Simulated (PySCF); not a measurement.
Work out the structure from these simulated measurements.

Elements present: C, H and N. Monoisotopic mass: 86.0844 u.

- 13C NMR: chemical shifts (computed TMS as zero) by class: 55.2 (2 C), 49.0 (2 C) ppm [GIAO B97-2/pcSseg-2]
- Rotational structure: rotational constants A, B, C: 5.132, 3.852, 2.469 GHz [PBE0-D3(BJ)/def2-TZVP]
- 1H NMR: chemical shifts (computed TMS as zero) by class: 3.07 (4 H), 2.30 (6 H) ppm [GIAO B97-2/pcSseg-2]
- NMR, other nuclei: isotropic shieldings of nuclei other than C and H, by class: 140 (2 N) ppm [GIAO B97-2/pcSseg-2]
- Dipole: 0.63 D [B97-2/pcSseg-2]

Electronic properties: PySCF, gas phase, density fitting. Levels stand in brackets. The structure is a single PBE0-D3(BJ)/def2-TZVP conformer in the gas phase; no vibrational or solvent corrections. NMR values are class means; diastereotopic atoms form classes of their own.

Question: Which formula fits the mass and the elements?

Answer: C4H10N2 (calculated 86.0844). No other formula that holds each of these elements comes within 0.0003 u with a fitting electron parity and a possible valence count.

Question: Give a SMILES that accounts for the data.

Answer: Numbering: `[CH3:1][N:2]1[CH2:3][CH2:4][N:5]1[CH3:6]`. Its formula, C4H10N2, gives 1 degree of unsaturation: 1 ring and 0 π bonds in the structure found. 4 carbons fall into 2 classes; from least to most shielded: ring sp3 carbon bound to nitrogen [C3/C4] (55.2 ppm, 2 C), N-methyl carbon [C1/C6] (49.0 ppm, 2 C). Hydrogen classes from least to most shielded: 4 H on 2 like atoms (sp3 carbon bound to nitrogen), C3/C4 (3.07 ppm, a mean of values up to 0.6 ppm apart in this geometry), 6 H on 2 N-methyl carbons, C1/C6 (2.30 ppm). The other shieldings belong to: 140 ppm, hydrazine nitrogen [N2/N5]. The optimised geometry has point group C2 and is an asymmetric top. Structure: 1,2-dimethyl-1,2-diazetidine (`CN1CCN1C`). Computed isomers that give other values at the same levels: `C1CNCCN1` (rotational constant A: 4.753 GHz; this holds for the one conformer computed). The assignments are read from this structure; whether some other isomer fits the data as well wasn't checked.
